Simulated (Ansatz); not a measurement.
**CCSDT(Q)/STO-3G run of [BF2]+ (SMILES F[B+]F)**

What is the energy change on altering one bond length of [BF2]+ at CCSDT(Q)/STO-3G? 

Program for the calculation: Ansatz 0.2.0.

6 further runs of the same task are left out: 5 that didn't finish, 1 set aside as unsound or not needed.

## (1) The structure to begin with

The species is [BF2]+ (3 atoms), meant as a singlet with charge +1. SMILES: `F[B+]F`. The shape is that of a GFN2-xTB optimisation.

Bond lengths: F1–B2 1.219 Å, B2–F3 1.219 Å. Angles: F1–B2–F3 179.9°.

## (2) A single-point energy at CCSDT(Q)/STO-3G

File in.yaml:

```yaml
crystal:
  periodic: [false, false, false]
  atoms:
    - {symbol: F, position_ang: [0.327370, 1.133870, 0.305680]}
    - {symbol: B, position_ang: [0.000740, -0.000320, 0.000370]}
    - {symbol: F, position_ang: [-0.328120, -1.133550, -0.306050]}
basis:
  gaussian: {orbitals: STO-3G}
total_charge: 1
correlation: {method: ccsdt_q, frozen_orbitals: {B: 1, F: 1}}
accuracy: high
scf: {omitted_lower_state_checks: [cluster_reference, increment]}
```

Command:

```console
ansatz run in.yaml --threads 1 --pin off --max-ram 2610MiB --events-out events.jsonl --progress --plain --runs-dir runs
```

Standard output (excerpt; [...] marks lines left out):

```text
Warning: RAYON_NUM_THREADS=1 ignored (pool sized by the plan → 1); use --threads N
Functional definition: HF
  name "HF"
[...]
249 factors; integrals over basis functions are off by at most 3.0e-8 eV
[...]
mean field -5993.91022924 eV, -220.2721381063 hartree, gradient 1.7e-8 eV, S^2 0.000000; 0 other end points of the search recorded, 0 dependent functions left out
3 core orbitals not correlated: weight in the atoms' cores, before any rotation towards them, 1.000 or more for the frozen orbitals, at most 0.000 for the correlated occupied ones
reference -5993.91022924 eV, -220.2721381063 hartree; 8, 8 occupied and 4, 4 virtual orbitals, 249 factors
second order -2.90730918 eV of doubles, -0.00000000 eV of singles
cycle   1  -2.75612710 eV  change    1.5e-1 eV  update   1.3e-1
[...]
cycle  21  -3.44627381 eV  change   6.2e-10 eV  update  5.9e-10
perturbative correction -0.00947168 eV, -0.0003480779 hartree
Total energy: -5997.36597473 eV, -220.3991344107 hartree
Checks for a lower state left out: cluster_reference, increment
```

Run time: 0.5 s. Hardware: 1 thread of Arm Neoverse V1, shared host.

## (3) The distorted shape at the same level

File job.yaml:

```yaml
crystal:
  periodic: [false, false, false]
  atoms:
    - {symbol: F, position_ang: [0.409023, 1.417401, 0.382003]}
    - {symbol: B, position_ang: [0.000740, -0.000320, 0.000370]}
    - {symbol: F, position_ang: [-0.328120, -1.133550, -0.306050]}
basis:
  gaussian:
    orbitals: STO-3G
total_charge: 1
correlation:
  method: ccsdt_q
  frozen_orbitals: {B: 1, F: 1}
accuracy: high
scf:
  omitted_lower_state_checks: [cluster_reference, increment]
```

Command:

```console
ansatz run job.yaml --threads 1 --pin off --max-ram 2610MiB --events-out events.jsonl --progress --plain --runs-dir runs
```

Standard output (excerpt; [...] marks lines left out):

```text
Warning: RAYON_NUM_THREADS=1 ignored (pool sized by the plan → 1); use --threads N
Functional definition: HF
  name "HF"
[...]
244 factors; integrals over basis functions are off by at most 3.4e-8 eV
[...]
mean field -5992.26394223 eV, -220.2116381747 hartree, gradient 7.0e-9 eV, S^2 0.000000; 0 other end points of the search recorded, 0 dependent functions left out
3 core orbitals not correlated: weight in the atoms' cores, before any rotation towards them, 1.000 or more for the frozen orbitals, at most 0.000 for the correlated occupied ones
reference -5992.26394223 eV, -220.2116381747 hartree; 8, 8 occupied and 4, 4 virtual orbitals, 244 factors
second order -3.03931164 eV of doubles, -0.00000000 eV of singles
cycle   1  -3.01914147 eV  change    2.0e-2 eV  update   1.5e-1
[...]
cycle  27  -3.88337247 eV  change   5.6e-10 eV  update  4.9e-10
perturbative correction -0.02370230 eV, -0.0008710433 hartree
Total energy: -5996.17101700 eV, -220.3552205240 hartree
Checks for a lower state left out: cluster_reference, increment
```

Wall time 0.52 s (1 thread of Arm Neoverse V1, shared host).

## (4) Summary of results

Level: CCSDT(Q)/STO-3G, 3 core orbitals frozen.

| quantity | value |
| --- | --- |
| first shape: total energy | -220.39913 Eh |
| first shape: correlation energy (3 core orbitals frozen) | -127.0 mEh |
| first shape: T1 diagnostic | 0.021 |
| distorted shape: total energy | -220.35522 Eh |
| distorted shape: correlation energy (3 core orbitals frozen) | -143.6 mEh |
| distorted shape: T1 diagnostic | 0.029 |
| energy change with the F1–B2 bond stretched from 1.219 to 1.524 Å | 1.195 eV |

With the F1–B2 bond stretched from 1.219 to 1.524 Å the energy rises by 1.19 eV (28 kcal/mol). The first shape isn't relaxed at this level, so the change isn't measured from a minimum. The minimal basis adds a large error of its own. The T1 diagnostic (first shape) of 0.021 is above the customary mark for such species, so a single reference may not serve. The T1 diagnostic (distorted shape) of 0.029 is above the customary mark for such species, so a single reference may not serve.
